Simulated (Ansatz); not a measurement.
# Water (H2O): how energies converge with the basis set

The task here is to estimate one member of a computed series from the others.

Computed with Ansatz 0.2.0, Gaussian basis. Level: one geometry, several basis sets.

Plan: PBE0-D4/def2-SVP; ωB97M-V/def2-SVP; PBE0-D4/def2-QZVPP; ωB97M-V/def2-QZVPP; CCSD(T)/cc-pV(D+d)Z; CCSD(T)/cc-pV(T+d)Z; CCSD(T)/cc-pV(Q+d)Z; the functionals' def2-TZVPP values are taken from earlier runs.

### The relaxed structure

The geometry comes from an earlier relaxation with PBE0-D4 in a triple-zeta def2 set; it is a stationary point.

SMILES `O`, 3 atoms, charge 0, spin multiplicity 1.

Atoms are counted from 1 here; the program's logs count them from 0.

Bond lengths: O1–H2 0.960 Å, O1–H3 0.960 Å. Angles: H2–O1–H3 105.1°.

The first run:

File in.yaml:

```yaml
crystal:
  periodic: [false, false, false]
  atoms:
    - {symbol: O, position_ang: [-0.302695, 0.200222, -0.140570]}
    - {symbol: H, position_ang: [0.466546, 0.548425, 0.315304]}
    - {symbol: H, position_ang: [-0.163850, -0.748647, -0.174734]}
basis:
  gaussian: {orbitals: def2-SVP}
hamiltonian: {xc: pbe0, dispersion: d4}
output: {orbitals: {seedname: orbitals}}
```

The run is started by

```bash
ansatz run in.yaml --threads 2 --pin off --events-out ev --progress --plain --max-ram 32768MiB --backend cpu
```

Steps of the session up to this table: PBE0-D4 in def2-SVP; ωB97M-V in def2-SVP; PBE0-D4 in def2-QZVPP; ωB97M-V in def2-QZVPP.

One table of the session follows, with a row left open; its other results are not shown here.

It belongs to the step «Density functionals: the series». 

| functional | basis | HOMO (eV) | LUMO (eV) |
| --- | --- | --- | --- |
| PBE0-D4 | def2-SVP | -8.30 | 1.77 |
| PBE0-D4 | def2-TZVPP | -8.90 | 0.85 |
| PBE0-D4 | def2-QZVPP | -9.02 | 0.50 |
| ωB97M-V | def2-SVP | -10.86 | 3.41 |
| ωB97M-V | def2-TZVPP | -11.47 | 2.27 |
| ωB97M-V | def2-QZVPP | ? | ? |

Q: Estimate the row for ωB97M-V, def2-QZVPP from the others.

The run gave: HOMO (eV): -11.59; LUMO (eV): 1.80. In the column «HOMO (eV)» it is the lowest.
